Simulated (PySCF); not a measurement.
**Carbon: a sound run and one with changed settings**

Sound run: C [He] 2s2 2p2, C⁺ [He] 2s2 2p1. All numbers are calculated (PySCF 2.14, scalar relativity by spin-free X2C-1e, in x2c-TZVPall (5s3p2d1f, 31 functions)). The sound run starts from symmetry-adapted Hartree-Fock orbitals and uses a fine grid where one is needed.

A second run was set up differently.

```json
{"species": "C", "method": "UHF", "sound run (hartree)": "-37.70744", "changed run (hartree)": "-37.70744", "converged": "yes"}
{"species": "C", "method": "BP86", "sound run (hartree)": "-37.86201", "changed run (hartree)": "-37.79920", "converged": "yes"}
{"species": "C", "method": "PBE", "sound run (hartree)": "-37.81146", "changed run (hartree)": "-37.75382", "converged": "yes"}
{"species": "C⁺", "method": "UHF", "sound run (hartree)": "-37.31066", "changed run (hartree)": "-37.31066", "converged": "yes"}
{"species": "C⁺", "method": "BP86", "sound run (hartree)": "-37.43664", "changed run (hartree)": "-37.36138", "converged": "yes"}
{"species": "C⁺", "method": "PBE", "sound run (hartree)": "-37.38780", "changed run (hartree)": "-37.31928", "converged": "yes"}
```

Ionisation energy of C:

| method | sound run (eV) | changed run (eV) |
| --- | --- | --- |
| UHF | 10.797 | 10.797 |
| BP86 | 11.575 | 11.914 |
| PBE | 11.528 | 11.825 |

What was changed?
A. basis contracted for another Hamiltonian
B. radial grid too coarse
C. too few SCF iterations
D. a valence shell is frozen

B. It used radial step 1.2 in ln r (0.13 in the sound run). A coarse radial grid mis-integrates the density and the exchange-correlation energy, with errors of either sign; Hartree-Fock needs no grid.
